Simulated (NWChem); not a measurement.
Molecule: fluoromethane (CH3F); SMILES CF

Computed with NWChem. Geometry: optimised at B3LYP/6-31G* (spherical d). Computed dipoles belong to the equilibrium geometry; the measured one is vibrationally averaged.

Measured dipole moment: 1.85 D (NIST CCCBDB, as tabulated in the package chemicals).

### Question
Which of these levels lies farthest from the measured value, and how do the others fare: B3LYP/cc-pVTZ; B3LYP/aug-cc-pVDZ; B3LYP/aug-cc-pVTZ; B3LYP/cc-pVDZ; B3LYP/cc-pVQZ?

### Answer
B3LYP/cc-pVDZ.
| level | dipole moment (D) | computed − measured |
|---|---|---|
| B3LYP/cc-pVDZ | 1.72 | -0.13 |
| B3LYP/aug-cc-pVDZ | 1.83 | -0.02 |
| B3LYP/cc-pVTZ | 1.78 | -0.07 |
| B3LYP/aug-cc-pVTZ | 1.83 | -0.02 |
| B3LYP/cc-pVQZ | 1.81 | -0.04 |
